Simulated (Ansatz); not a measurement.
Compare A (`CN1CSC1O`) with its isomer B (`CO/C(S)=C/N`).

Calculated with Ansatz (gas phase, PBE0-D4/def2-TZVP geometries, no zero-point term in ΔE). CBS: MP2 limit from def2 TZ/QZ plus the TZ coupled-cluster correction, frozen cores. DFT in def2-TZVPP. B3LYP here is the variant with VWN-RPA as its local correlation; programs differ in this. One conformer a species, not always the lowest.

**Question.** Which isomer does CCSD(T)/CBS put lower? Give the gap. (Best estimate.)

**Answer.** Ansatz gave: A, by 4.3 kcal/mol.

**Question.** Give E(B) − E(A) in kcal/mol with ωB97M-V, r2SCAN-D4, B3LYP-D4, MP2/def2-TZVPP, HF/def2-TZVPP, CCSD/def2-TZVPP, B3LYP. (Estimate.)

**Answer.** The calculation gave: ωB97M-V 3.9, r2SCAN-D4 1.6, B3LYP-D4 -0.5, MP2/def2-TZVPP 5.9, HF/def2-TZVPP 1.4, CCSD/def2-TZVPP 4.7, B3LYP -1.1. The order is the other way round with B3LYP-D4, B3LYP.

Largest T1 diagnostic: 0.012.

In def2-TZVPP, CCSD(T) changes the Hartree–Fock value by +3.3 kcal/mol (the triples alone add −0.1 kcal/mol) and MP2 by +4.5 kcal/mol. From PBE to PBE0 (25 % exact exchange), in def2-TZVPP and without D4, E(B) − E(A) moves by +2.3 kcal/mol.
